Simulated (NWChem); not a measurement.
All runs are NWChem calculations. System: ethanethiol (C2H6S), charge 0, spin multiplicity 1, at a geometry optimised with PBE0/def2-SVP. Level: MP2/def2-TZVP, 7 core orbitals frozen.

Output (cleaned and shortened):

```
             Northwest Computational Chemistry Package (NWChem) 7.3.0
             --------------------------------------------------------

                                NWChem Input Module
                                -------------------

 Scaling coordinates for geometry "geometry" by  1.889725989
 (inverse scale =  0.529177249)

                             Geometry "geometry" -> ""
                             -------------------------

 Output coordinates in angstroms (scale by  1.889725989 to convert to a.u.)

  No.       Tag          Charge          X              Y              Z
 ---- ---------------- ---------- -------------- -------------- --------------
    1 C                    6.0000    -1.46974800     0.76566900    -0.24963200
    2 C                    6.0000    -0.53865600    -0.41524800    -0.44250400
    3 S                   16.0000     1.06315200    -0.26085000     0.41106400
    4 H                    1.0000    -2.43896400     0.58217200    -0.74152900
    5 H                    1.0000    -1.04427300     1.68436200    -0.68312500
    6 H                    1.0000    -1.65281600     0.95400200     0.81855700
    7 H                    1.0000    -0.97631500    -1.33260100    -0.01814600
    8 H                    1.0000    -0.36065600    -0.61945800    -1.50966900
    9 H                    1.0000     1.51302100     0.80259700    -0.29030300

 Effective nuclear repulsion energy (a.u.)     107.0573940610

            Nuclear Dipole moment (a.u.)
            ----------------------------
        X                 Y               Z
 ---------------- ---------------- ----------------
     0.0000094486     0.0000000000    -0.0000132281


 Summary of "ao basis" -> "" (spherical)
 ------------------------------------------------------------------------------
       Tag                 Description            Shells   Functions and Types
 ---------------- ------------------------------  ------  ---------------------
 *                         def2-tzvp                  on all atoms

 Summary of "ao basis" -> "ao basis" (spherical)
 ------------------------------------------------------------------------------
       Tag                 Description            Shells   Functions and Types
 ---------------- ------------------------------  ------  ---------------------
 C                         def2-tzvp                11       31   5s3p2d1f
 S                         def2-tzvp                13       37   5s5p2d1f
[...]
    3 S   16    16.21   2.01  0.49  1.48  1.04  0.80  4.18  1.69  0.89  2.32  1.19  0.04  0.08  0.01
    4 H    1     0.90   0.26  0.50  0.12  0.02
    5 H    1     0.91   0.26  0.50  0.12  0.02
    6 H    1     0.89   0.26  0.49  0.11  0.02
    7 H    1     0.90   0.26  0.50  0.11  0.02
    8 H    1     0.89   0.27  0.50  0.11  0.02
    9 H    1     0.88   0.23  0.50  0.12  0.02

       Multipole analysis of the density wrt the origin
       ------------------------------------------------

     L   x y z        total         open         nuclear
     -   - - -        -----         ----         -------
     0   0 0 0     -0.000000      0.000000     34.000000

     1   1 0 0     -0.484504      0.000000      0.000009
     1   0 1 0      0.204202      0.000000      0.000000
     1   0 0 1     -0.442011      0.000000     -0.000013

     2   2 0 0    -20.890895      0.000000    164.018556
     2   1 1 0      1.808123      0.000000    -42.367048
     2   1 0 1     -0.557038      0.000000     42.552295
     2   0 2 0    -20.503328      0.000000     44.747572
     2   0 1 1     -0.563560      0.000000     -6.552892
     2   0 0 2    -21.185200      0.000000     29.649117

                   NWChem MP2 Semi-direct Energy/Gradient Module
                   ---------------------------------------------

  Basis functions       =    135
  Molecular orbitals    =    135
  Frozen core           =      7
  Frozen virtuals       =      0
  Active alpha occupied =     10
  Active beta occupied  =     10
  Active alpha virtual  =    118
  Active beta virtual   =    118
  Use MO symmetry       = F
  Use skeleton AO sym   = F

  AO/Fock/Back tols     =   1.0D-09  1.0D-09  1.0D-09

 GA uses MA = F    GA memory limited = T

 Available:
  local mem=  1.26D+08
 global mem=  1.44D+08
 local disk=  0.00D+00
  mp2_memr nvloc                   118
  nvloc new                   118
   1 passes of  10:        5242880                      96155                  36371915.
   1 passes of  10: M    126148690           G      144142750           F     120905810.

 Semi-direct pass number   1 of   1  for RHF alpha+beta  at       12.2s
  vrange nnbf                  9058
  mp2_eaftype                   138  avail_ma_in_mb                  1099
 EAF : mp2_eaftype filesize         138   18185957.
  mp2_eaf for mointskh                    138
Node 0 wrote     85.5 Mb in      0.0 s     Agg I/O rate:  2255.5 Mb/s
 Done moints_semi at       20.0s
  mp2_eaftype                   138  avail_ma_in_mb                   961
 EAF : mp2_eaftype filesize         138   18185957.
  mp2_eaf for kh                   138
 Done maket at       20.4s
 Done multipass loop at       20.4s

          -------------------------------------------
          SCF energy                -476.798783584382
          Correlation energy          -0.518251497402
          Singlet pairs               -0.345444438089
          Triplet pairs               -0.172807059313
          Total MP2 energy          -477.317035081784
          -------------------------------------------

          ---------------------------------------------------
                    Spin Component Scaled (SCS) MP2
          Same spin pairs                     -0.115204706209
          Same spin scaling factor             0.333333333333
          Opposite spin pairs                 -0.403046791193
          Opposite spin scaling fact.          1.200000000000
          SCS-MP2 correlation energy          -0.522057718168
          Total SCS-MP2 energy              -477.320841302550
          ---------------------------------------------------

 -----------------------
 Performance information
 -----------------------

 Timer overhead =  1.71D-07 seconds/call

               Nr. of calls         CPU time (s)                 Wall time (s)                GFlops
             ---------------    -------------------     ------------------------------   -------------------
Name         Min   Avg   Max    Min     Avg     Max     Min     Avg     Max   Mx/calls   Min     Max     Sum
mp2: moin     1     1     1    7.8     7.8     7.8      7.8     7.8     7.8     7.8      0.0     0.0     0.0
mp2: make     1     1     1   0.35    0.35    0.35     0.35    0.35    0.35    0.35      0.0     0.0     0.0
mp2: tota     1     1     1    8.2     8.2     8.2      8.2     8.2     8.2     8.2      0.0     0.0     0.0

 The average no. of pstat calls per process was 3.00D+00
 with a timing overhead of 5.14D-07s

 Task  times  cpu:       20.4s     wall:       20.4s

 Total times  cpu:       20.4s     wall:       20.4s
```

Task: Write an NWChem input that would produce this output.

Result: One answer among several that fit: 
```
start mol
memory heap 200 mb stack 900 mb global 1100 mb
geometry units angstroms nocenter noautoz noautosym
  C     -1.469748     0.765669    -0.249632
  C     -0.538656    -0.415248    -0.442504
  S      1.063152    -0.260850     0.411064
  H     -2.438964     0.582172    -0.741529
  H     -1.044273     1.684362    -0.683125
  H     -1.652816     0.954002     0.818557
  H     -0.976315    -1.332601    -0.018146
  H     -0.360656    -0.619458    -1.509669
  H      1.513021     0.802597    -0.290303
end
basis spherical
  * library def2-tzvp
end
scf
  rhf
  nopen 0
  maxiter 100
  thresh 1e-7
  semidirect memsize 60000000 filesize 0
end
mp2
  freeze core 7
end
task mp2 energy
```
